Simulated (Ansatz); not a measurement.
Structure relaxation of Ti₃As₂

Method: DFT PBE, scalar-relativistic, plane waves, PAW (Ansatz 0.2.0).

Ti₃As₂ was placed on the A-type sesquioxide structure type (P-3m1, No. 164), with As in place of La, Ti in place of O, at a guessed volume.

The final relaxation ran on this input, with the default PAW datasets:

```yaml
crystal:
  lattice:
    - [4.0036041476, 0.0, 0.0]
    - [-2.0018020738, 3.4672228985, 0.0]
    - [0.0, 0.0, 6.4193273254]
  atoms:
    - { symbol: Ti, position: [0.0, 0.0, 0.0] }
    - { symbol: Ti, position: [0.3333333333, 0.6666666667, 0.637476766] }
    - { symbol: Ti, position: [0.6666666667, 0.3333333333, 0.362523234] }
    - { symbol: As, position: [0.3333333333, 0.6666666667, 0.2162732809] }
    - { symbol: As, position: [0.6666666667, 0.3333333333, 0.7837267191] }
basis:
  ecutwfc: 420
kpoints:
  mp_grid: { grid: [12, 12, 6] }
hamiltonian:
  xc: pbe
scf:
  occupations: { method: gaussian, width: 0.1 }
output:
  forces: true
  stress: true
  eigenvalues: true
relax:
  adjacent_minimum: "off"
  f_tol: 0.01
  max_steps: 80
  cell: { stress_tol: 0.05 }
```

Launched as:

```bash
ansatz run input.yaml --threads 1 --pin off --max-ram 2560MiB --backend cpu --events-out ev --progress --plain --runs-dir out
```

It took 72 s on 1 thread of Arm Neoverse V2 (shared host), peak memory 0.55 GiB.

End of the output:

```
SCF converged after 6 iterations
Free energy (F): -17214.654767 eV
Harris-Foulkes:  -17214.654767 eV  (|F-HF|=7.28e-12)
Internal energy: -17214.644444 eV  (E = F + TS)
E sigma→0 (E₀):  -17214.649605 eV
Entropy (-TS):   -0.010323 eV (-2.065 meV/atom)
Fermi energy:    13.329218 eV
--- Per-component energies (eV) ---
  E_band       = -871.757635
  E_kinetic    = 1029.051433
  E_local      = -5755.055336  (includes V_loc(G=0)·N_el)
  E_nonlocal   = -1313.466440
  E_hartree    = 2874.264083
  E_xc         = -453.550795
  E_vxc        = -528.242036  (∫ρ·V_xc dr)
  E_paw        = -6815.938501  (= ΣΔE_a)
  E_vpaw       = -52.573779  (= ΣTr[D̂ρ^β])
  E_aug_tail   = 0.000362  (compensation charges beyond the density's cutoff)
  E_ewald      = -6779.949252
  E_smearing   = -0.010323  (= −TS)
  E_closure    =  0.000000  (closes the sum)
  Σ components = -17214.654767   (vs F -17214.654767, Δ=0.00e0)
--- Forces (eV/Å), atoms counted from 1 ---
  atom   1  Ti     0.00000000     0.00000000     0.00000000
  atom   2  Ti     0.00000000     0.00000000     0.00749940
  atom   3  Ti     0.00000000     0.00000000    -0.00749940
  atom   4  As     0.00000000     0.00000000    -0.00252015
  atom   5  As     0.00000000     0.00000000     0.00252015
  max |Σ_I F_I| component: 3.59e-17 eV/Å
--- Stress (GPa, compression-positive) ---
        0.013709       0.000000       0.000000
        0.000000       0.013709       0.000000
        0.000000       0.000000      -0.020868
  P = ⅓ Tr σ = 0.0022 GPa (0.022 kbar)
--- Relaxed structure (3 steps of the walk, 3 accepted, 1 SCFs on fresh bases) ---
  F+E_penalty+E_count = -17214.65476687 eV   max|allowed force component| = 7.499e-3 eV/Å   (the final SCF, on the basis selected at the relaxed cell)
  cell:  # Å, volume = 89.0317 Å³
    - [3.998371, 0.000000, 0.000000]
    - [-1.999185, 3.462691, 0.000000]
    - [0.000000, 0.000000, 6.430544]
  atoms:
    - { symbol: Ti, position: [0.000000, 0.000000, 0.000000] }
    - { symbol: Ti, position: [0.333333, 0.666667, 0.637020] }
    - { symbol: Ti, position: [0.666667, 0.333333, 0.362980] }
    - { symbol: As, position: [0.333333, 0.666667, 0.215759] }
    - { symbol: As, position: [0.666667, 0.333333, 0.784241] }
```

Absolute energies hang on the potentials; compare differences alone.

The result has space group P-3m1 (No. 164). Ti on Wyckoff site a (1 atom of the primitive cell) is coordinated by 6 As at 2.69 Å; Ti on Wyckoff site d (2 atoms of the primitive cell) is coordinated by 3 As at 2.50 Å, 1 As at 2.71 Å, 3 Ti at 2.90 Å and 3 Ti at 3.28 Å; As has 3 Ti at 2.50 Å and 4 Ti at 2.69–2.71 Å.

Against the elements it lies at -0.68 eV/atom. Formation energies are uncorrected and refer to the elements' standard structures at the same level.

The k mesh leaves about 4 meV/atom of noise in metals.

A structure relaxed within its symmetry needn't be a true minimum.